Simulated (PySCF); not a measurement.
Structure with atom numbers: `[F:1][CH2:2][C:3]([F:4])([F:5])[F:6]` (H(Xn): hydrogen on atom n).

Computed data (PySCF 2.14.0 with density-fitted response routines): structure optimised with GFN2-xTB, PBE0/pcSseg-1 with gauge-including orbitals. No solvent model, one computed conformer, no relativistic terms, equivalent nuclei averaged.

Shifts are taken against calculated references (same method and geometry level): 13C and 1H vs TMS; CFCl3 for 19F.

```json
{"atoms": "F1", "nucleus": "19F", "count": "1", "δ (ppm)": "?"}
{"atoms": "C2", "nucleus": "13C", "count": "1", "δ (ppm)": "83.9"}
{"atoms": "C3", "nucleus": "13C", "count": "1", "δ (ppm)": "?"}
{"atoms": "F4/F5/F6", "nucleus": "19F", "count": "3", "δ (ppm)": "-93.2"}
{"atoms": "H(C2)", "nucleus": "1H", "count": "2", "δ (ppm)": "4.91"}
```

Problem. Complete the table.

Solution. 
- C3: 131.4 ppm, CF3 carbon; 3 electronegative neighbours deshield it
- F1: -269.6 ppm, fluorine on an sp3 carbon

Shifts are as computed. Against solution values, carbons near 30 ppm lie about +3 ppm off and those near 130 ppm about +5 ppm. Of 1211 compounds with measured shifts, 218 miss one by over three times the rms of a fit or turn the order of signals round; such compounds aren't used in these exercises. Unscaled 19F shifts against computed CFCl3 carry errors that often reach 10 to 50 ppm.
